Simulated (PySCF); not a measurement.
Start geometry of `CCCO` (C3H8O) from GFN2-xTB (Å):
```
atom  x, y, z in Å
C1    -1.5030   -0.0162    0.1025
C2    -0.1515    0.0928   -0.5467
C3     0.9424   -0.2445    0.4437
O4     2.2811   -0.1939   -0.1249
H5    -1.7100   -1.0033    0.4577
H6    -1.6025    0.7064    0.9321
H7    -2.2865    0.2558   -0.6248
H8    -0.0674   -0.5868   -1.3937
H9     0.0138    1.1153   -0.9077
H10    0.9005    0.4357    1.3259
H11    0.8338   -1.2689    0.8230
H12    2.3890    0.6794   -0.4963
```

Question: What comes out of this run: PySCF, PBE0-D3(BJ)/def2-SVP geometry optimisation, gas phase?

Answer: 
```
atom  x, y, z in Å
C1    -1.495    0.104    0.285
C2    -0.201    0.092   -0.512
C3     1.013   -0.286    0.323
O4     2.196   -0.365   -0.424
H5    -1.713   -0.891    0.707
H6    -1.444    0.814    1.126
H7    -2.352    0.393   -0.340
H8    -0.271   -0.614   -1.356
H9    -0.029    1.089   -0.958
H10    1.108    0.418    1.177
H11    0.859   -1.285    0.764
H12    2.363    0.504   -0.804
```

The energy falls by 9.1 kJ/mol over 8 energy and gradient evaluations, the largest force component goes from 0.0351 to 2.9e-04 Eh/bohr, and the atoms move by 0.027 Å rms after alignment. The bond that changes most is C3–O4 (carbinol carbon (C–OH) to alcohol oxygen), which shortens by 0.054 Å. Bonds longer at the end by more than 0.005 Å: 7 of 11; shorter: 1. Among the angles that change most is O4–C3–H10, from 108.8° to 111.9°. Rotational constants go from 26072, 3789, 3554 to 26266, 3789, 3558 MHz. The orientation of the end geometry is arbitrary; only internal coordinates are fixed.

The run used 96 basis functions and 48 SCF cycles in all.

Not checked by PBE0-D3(BJ)/def2-SVP frequencies. One conformer, not necessarily the lowest.
